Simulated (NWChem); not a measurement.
All runs are NWChem calculations. System: CH, charge 0, spin multiplicity 2, at a geometry optimised with UPBE0/def2-SVP. The structure started from a generated list of species. Its SCF solution wasn't tested for a lower state. Level: UMP2/3-21G, 1 core orbitals frozen.

Job file:

```
start mol
memory heap 200 mb stack 900 mb global 1100 mb
geometry units angstroms nocenter noautoz
  C      0.000000     0.000000     0.162037
  H      0.000000     0.000000    -0.972224
  symmetry group C2v
end
basis spherical
  * library 3-21g
end
scf
  uhf
  nopen 1
  maxiter 100
  thresh 1e-7
  semidirect memsize 60000000 filesize 0
  # guess.movecs holds the orbitals of an unrestricted PBE0 run
  vectors input guess.movecs output mol.movecs
end
mp2
  freeze core 1
end
task mp2 energy
```

Output (cleaned and shortened):

```
             Northwest Computational Chemistry Package (NWChem) 7.3.0
             --------------------------------------------------------

                                NWChem Input Module
                                -------------------

 Scaling coordinates for geometry "geometry" by  1.889725989
 (inverse scale =  0.529177249)

 Turning off AUTOSYM since
 SYMMETRY directive was detected!

                             Geometry "geometry" -> ""
                             -------------------------

 Output coordinates in angstroms (scale by  1.889725989 to convert to a.u.)

  No.       Tag          Charge          X              Y              Z
 ---- ---------------- ---------- -------------- -------------- --------------
    1 C                    6.0000     0.00000000     0.00000000     0.16203700
    2 H                    1.0000     0.00000000     0.00000000    -0.97222400

 Effective nuclear repulsion energy (a.u.)       2.7992353559

            Nuclear Dipole moment (a.u.)
            ----------------------------
        X                 Y               Z
 ---------------- ---------------- ----------------
     0.0000000000     0.0000000000    -0.0000037795

      Symmetry information
      --------------------

 Group name             C2v
 Group number             16
 Group order               4
 No. of unique centers     2

      Symmetry unique atoms

     1    2


 Summary of "ao basis" -> "" (spherical)
 ------------------------------------------------------------------------------
       Tag                 Description            Shells   Functions and Types
 ---------------- ------------------------------  ------  ---------------------
 *                           3-21g                    on all atoms

 Summary of "ao basis" -> "ao basis" (spherical)
 ------------------------------------------------------------------------------
       Tag                 Description            Shells   Functions and Types
 ---------------- ------------------------------  ------  ---------------------
 C                           3-21g                   5        9   3s2p
 H                           3-21g                   2        2   2s

                                 NWChem SCF Module
                                 -----------------

  ao basis        = "ao basis"
  functions       =    11
  atoms           =     2
  alpha electrons =     4
  beta  electrons =     3
  charge          =   0.00
  wavefunction    = UHF
  use symmetry    = T
  symmetry adapt  = T

 Summary of "ao basis" -> "ao basis" (spherical)
 ------------------------------------------------------------------------------
       Tag                 Description            Shells   Functions and Types
 ---------------- ------------------------------  ------  ---------------------
 C                           3-21g                   5        9   3s2p
 H                           3-21g                   2        2   2s

      Symmetry analysis of basis
      --------------------------

        a1          7
        a2          0
        b1          2
        b2          2

 Forming initial guess at       0.0s

   Symmetry analysis of molecular orbitals - initial alpha
   -------------------------------------------------------

  Numbering of irreducible representations:

     1 a1          2 a2          3 b1          4 b2

  Orbital symmetries:

     1 a1          2 a1          3 a1          4 b1          5 b2
     6 a1          7 b1          8 b2          9 a1         10 a1
[...]
  Mulliken analysis of the total density
  --------------------------------------

    Atom       Charge   Shell Charges
 -----------   ------   -------------------------------------------------------
    1 C    6     6.12   1.99  0.47  1.07  1.47  1.13
    2 H    1     0.88   0.48  0.39

  Mulliken analysis of the alpha density
  --------------------------------------

    Atom       Charge   Shell Charges
 -----------   ------   -------------------------------------------------------
    1 C    6     3.60   1.00  0.24  0.78  0.75  0.84
    2 H    1     0.40   0.23  0.17

   Mulliken analysis of the beta density
   -------------------------------------

    Atom       Charge   Shell Charges
 -----------   ------   -------------------------------------------------------
    1 C    6     2.52   0.99  0.22  0.29  0.72  0.30
    2 H    1     0.48   0.26  0.22

   Mulliken analysis of the spin density
   -------------------------------------

    Atom       Charge   Shell Charges
 -----------   ------   -------------------------------------------------------
    1 C    6     1.08   0.00  0.02  0.49  0.03  0.54
    2 H    1    -0.08  -0.03 -0.05

       Multipole analysis of the density wrt the origin
       ------------------------------------------------

     L   x y z        total         alpha         beta         nuclear
     -   - - -        -----         -----         ----         -------
     0   0 0 0     -0.000000     -4.000000     -3.000000      7.000000

     1   1 0 0     -0.000000      0.000000     -0.000000      0.000000
     1   0 1 0      0.000000      0.000000      0.000000      0.000000
     1   0 0 1     -0.633705     -0.494231     -0.139470     -0.000004

     2   2 0 0     -5.504260     -3.804191     -1.700069      0.000000
     2   1 1 0      0.000000      0.000000      0.000000      0.000000
     2   1 0 1      0.000000      0.000000     -0.000000      0.000000
     2   0 2 0     -4.088788     -2.388719     -1.700069      0.000000
     2   0 1 1      0.000000      0.000000      0.000000      0.000000
     2   0 0 2     -5.798998     -5.134289     -4.602720      3.938011

                   NWChem MP2 Semi-direct Energy/Gradient Module
                   ---------------------------------------------

  Basis functions       =     11
  Molecular orbitals    =     11
  Frozen core           =      1
  Frozen virtuals       =      0
  Active alpha occupied =      3
  Active beta occupied  =      2
  Active alpha virtual  =      7
  Active beta virtual   =      8
  Use MO symmetry       = T
  Use skeleton AO sym   = T

  AO/Fock/Back tols     =   1.0D-09  1.0D-09  1.0D-09

 GA uses MA = F    GA memory limited = T

 Available:
  local mem=  1.26D+08
 global mem=  1.44D+08
 local disk=  0.00D+00
  mp2_memr nvloc                     7
  nvloc new                     7
   1 passes of   3:        2097152                        439                      4944.
   1 passes of   3: M    126155816           G      144178958           F     124058664.

 Semi-direct pass number   1 of   1  for UHF alpha       at        0.0s
  vrange nnbf                    66
  mp2_eaftype                    10  avail_ma_in_mb                  1099
 EAF : mp2_eaftype filesize          10       2472.
  mp2_eaf for mointskh                     10
Node 0 wrote      0.0 Mb in      0.0 s     Agg I/O rate:   817.2 Mb/s
 Done moints_semi at        0.0s
  mp2_eaftype                    10  avail_ma_in_mb                  1089
 EAF : mp2_eaftype filesize          10       2472.
  mp2_eaf for kh                    10
 Done maket at        0.0s
 Done multipass loop at        0.0s

 GA uses MA = F    GA memory limited = T

 Available:
  local mem=  1.26D+08
 global mem=  1.44D+08
 local disk=  0.00D+00
  mp2_memr nvloc                     8
  nvloc new                     8
   1 passes of   2:        2097152                        393                      3822.
   1 passes of   2: M    126155816           G      144178958           F     124058664.

 Semi-direct pass number   1 of   1  for UHF beta        at        0.0s
  vrange nnbf                    66
  mp2_eaftype                    10  avail_ma_in_mb                  1099
 EAF : mp2_eaftype filesize          10       1911.
  mp2_eaf for mointskh                     10
Node 0 wrote      0.0 Mb in      0.0 s     Agg I/O rate:   811.8 Mb/s
 Done moints_semi at        0.0s
  mp2_eaftype                    10  avail_ma_in_mb                  1089
 EAF : mp2_eaftype filesize          10       1911.
  mp2_eaf for kh                    10
 Done maket at        0.0s
 Done multipass loop at        0.0s

          -------------------------------------------
          SCF energy                 -38.051793337960
          Correlation energy          -0.045126892923
          Singlet pairs                0.000000000000
          Triplet pairs                0.000000000000
          Total MP2 energy           -38.096920230883
          -------------------------------------------

          ---------------------------------------------------
                    Spin Component Scaled (SCS) MP2
          Same spin pairs                     -0.005275564870
          Same spin scaling factor             0.333333333333
          Opposite spin pairs                 -0.039851328053
          Opposite spin scaling fact.          1.200000000000
          SCS-MP2 correlation energy          -0.049580115286
          Total SCS-MP2 energy               -38.101373453247
          ---------------------------------------------------

 -----------------------
 Performance information
 -----------------------

 Timer overhead =  9.62D-08 seconds/call

               Nr. of calls         CPU time (s)                 Wall time (s)                GFlops
             ---------------    -------------------     ------------------------------   -------------------
Name         Min   Avg   Max    Min     Avg     Max     Min     Avg     Max   Mx/calls   Min     Max     Sum
mp2: moin     2     2     2   5.09E-3 5.09E-3 5.09E-3  5.09E-3 5.09E-3 5.09E-3 2.55E-3   0.0     0.0     0.0
mp2: make     2     2     2   2.63E-4 2.63E-4 2.63E-4  2.63E-4 2.63E-4 2.63E-4 1.31E-4   0.0     0.0     0.0
mp2: tota     1     1     1   9.53E-3 9.53E-3 9.53E-3  9.53E-3 9.53E-3 9.53E-3 9.53E-3   0.0     0.0     0.0

 The average no. of pstat calls per process was 5.00D+00
 with a timing overhead of 4.81D-07s

 Task  times  cpu:        0.0s     wall:        0.0s

 Total times  cpu:        0.0s     wall:        0.0s
```
